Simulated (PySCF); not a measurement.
# C5H10 (1,1-dimethylcyclopropane): the cost of one run

Programs: PySCF 2.14.0, with routines of our own; each step states its level. All values are computed. Atoms count from 0.

## (1) The starting structure

15 atoms, charge 0, multiplicity 1; geometry from: GFN2-xTB.

## (2) Optimising the geometry at PBE0-D3(BJ)/def2-TZVP

What the job is given:

```
{"job": {"xc": "PBE0", "basis": "def2-TZVP", "d3": "d3bj", "grid": 2, "kind": "geom"}, "charge": 0, "multiplicity": 1}
C     -1.331620    -0.798450     0.016170
C     -0.006999    -0.069873    -0.017092
C      1.159112    -0.957324    -0.390346
C      0.008490     1.359498    -0.474071
C      0.225576     1.030978     0.975362
H     -1.553970    -1.226577    -0.960589
H     -2.138916    -0.122689     0.287481
H     -1.301273    -1.608634     0.743833
H      2.088320    -0.392843    -0.400011
H      1.007221    -1.388851    -1.379104
H      1.258202    -1.773033     0.325017
H      0.852110     1.709074    -1.050124
H     -0.926302     1.820121    -0.756539
H      1.217016     1.156452     1.383617
H     -0.561382     1.270143     1.674486
```

The run is started by

```bash
$ OMP_NUM_THREADS=1 python excited_run.py task.json out
```

The driver reads the jobs from task.json and runs them one after another.

**Question.** How long does this first job take on 1 thread of Arm Neoverse V2, shared host, and how much memory does it need?

About 98 s, with a peak of 0.88 GiB.
